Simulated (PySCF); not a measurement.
Working out the ionisation energy of Si

Si [Ne] 3s2 3p2 (3P) → Si+ [Ne] 3s2 3p1 (2P). Calculation: PySCF 2.14, in cc-pV(D+d)Z (4s3p2d, 23 functions); no relativity, point nucleus. Frozen: [Ne]. Energies in hartree (1 hartree = 27.21139 eV):

| part | Si (lower) | Si+ (upper) |
| --- | --- | --- |
| UHF | -288.850226 | -288.569424 |
| CCSD correlation | -0.065128 | -0.054060 |
| (T) | -0.001074 | -0.000677 |

What does Hartree-Fock give?

(-288.569424) − (-288.850226) = 0.280802 hartree = 7.641 eV.

What do CCSD and CCSD(T) give?

The CCSD correlation energies differ by 0.011068 hartree = 0.301 eV and the triples by 0.000397 hartree = 0.011 eV, so CCSD gives 7.942 eV and CCSD(T) 7.953 eV.

Measured between the centres of the two terms (NIST): 8.157 eV, so CCSD(T) (valence) is off by -0.204 eV.

What remains against the reference includes basis incompleteness, the frozen core and higher excitations.
